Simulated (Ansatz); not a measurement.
# AlC: from a trial structure to a relaxed crystal

Level of theory: DFT PBE, scalar-relativistic, plane waves, PAW in Ansatz 0.2.0. Cutoff 420 eV, Γ-centred k mesh, Gaussian smearing, no spin polarisation in the final step.

The start puts AlC on the CrB structure type (Cmcm, No. 63), with Al in place of Cr, C in place of B, at a guessed volume.

```xyz
4
Lattice="1.6179 -4.2689 0.0000 1.6179 4.2689 0.0000 0.0000 0.0000 3.2139" Properties=species:S:1:pos:R:3 pbc="T T T"
Al    1.6179   -3.0223    2.4105
Al    1.6179    3.0223    0.8035
C     1.6179   -0.4269    2.4105
C     1.6179    0.4269    0.8035
```

Steps on the 6×6×6 mesh (4 atoms). 11 of 18 steps are shown, and the free energy counts from the last. Trial steps that were taken back and renewals of the plane-wave basis can be among the rows.

| step | ΔF (meV/atom) | V (Å³/atom) | P (GPa) | largest force component (eV/Å) |
| --- | --- | --- | --- | --- |
| 1 | 708.1 | 11.10 | -10.24 | 0.687 |
| 3 | 531.5 | 9.50 | 3.97 | 0.922 |
| 4 | 467.1 | 9.06 | 12.80 | 0.692 |
| 6 | 288.7 | 9.85 | 0.35 | 1.833 |
| 7 | 161.6 | 10.17 | -2.20 | 1.553 |
| 9 | 48.7 | 10.56 | -2.68 | 0.898 |
| 10 | 93.4 | 9.89 | 14.97 | 1.213 |
| 12 | 30.6 | 10.37 | -0.41 | 0.092 |
| 13 | 30.0 | 10.35 | 0.16 | 0.034 |
| 15 | 0.7 | 10.57 | 0.18 | 0.056 |
| 18 | 0.0 | 10.55 | 0.18 | 0.011 |

A final relaxation ran on a 16×16×18 mesh. The relaxed crystal, Cmcm (No. 63):

```
Al C
1.0
     1.48511   -5.61217    0.00000
     1.48511    5.61217    0.00000
     0.00000    0.00000    2.52291
Al C
2 2
Direct
  0.84383 0.15617 0.75000
  0.15617 0.84383 0.25000
  0.53453 0.46547 0.75000
  0.46547 0.53453 0.25000
```

* Volume per atom: 10.51 Å³
* Density: 3.08 g/cm³
* Energy over the elements: 0.68 eV/atom
* Gap on the 16×16×18 mesh: 0 eV (a metal)

Energies over the elements count from the elements' standard structures at the same level, with no empirical corrections.

The final run used a 16×16×18 mesh on its 4-atom cell and 0.10 eV smearing. The k mesh leaves about 4 meV/atom of noise in metals.

A structure relaxed within its symmetry needn't be a true minimum.

Cost: 3 runs of about 5.2 core-minutes in all, on Intel Xeon Processor @ 2.50GHz (Skylake/Cascade Lake) (shared hosts).